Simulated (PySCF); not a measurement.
C6H6: core ionisation energies

Compound: C6H6.
Numbering: `[CH:1]#[C:2][C@H:3]1[C@H:4]2[CH2:5][C@@H:6]12`

Method used: delta-SCF UKS SCAN, pcX-2 on the ionised atom, pcseg-1 elsewhere, spin-free X2C in PySCF. Binding energies are ΔSCF values: E(core-ionised, relaxed orbitals) − E(ground state) at a fixed geometry, referred to the vacuum level.

What binding energy does each computed site have?

```json
{"atom(s)": "C3", "environment": "propargylic carbon", "level": "C 1s", "binding energy (eV)": "291.69", "above the level's lowest (eV)": "+1.83", "count": "1"}
{"atom(s)": "C5", "environment": "three-membered-ring carbon", "level": "C 1s", "binding energy (eV)": "290.94", "above the level's lowest (eV)": "+1.08", "count": "1"}
{"atom(s)": "C4/C6", "environment": "sp3 carbon at a ring junction", "level": "C 1s", "binding energy (eV)": "290.90", "above the level's lowest (eV)": "+1.04", "count": "2"}
{"atom(s)": "C2", "environment": "alkyne carbon", "level": "C 1s", "binding energy (eV)": "290.43", "above the level's lowest (eV)": "+0.57", "count": "1"}
{"atom(s)": "C1", "environment": "terminal alkyne carbon", "level": "C 1s", "binding energy (eV)": "289.86", "above the level's lowest (eV)": "0.00", "count": "1"}
```

Lowest listed C 1s: C1, bonded to C (triple bond) and H. Highest, 1.83 eV above it: C3, bonded to 3 C and H. The widest gap between neighbouring values is 0.75 eV, between 290.94 and 291.69 eV. The values 290.90 and 290.94 eV lie too close for their order to be trusted.

What is the longest wavelength that can ionise C 1s of C4/C6 vertically?

λ = hc/E = 12398.42 eV Å / 290.90 eV = 42.621 Å.

The first atom of each set that the bonding makes equivalent was ionised and stands for the set. Spin contamination (⟨S²⟩ against 0.75 for a pure doublet) is marked for C 1s of C2 (0.86), which makes this value less certain. Geometry: GFN2-xTB; no solvent, vibrations or thermal averaging.
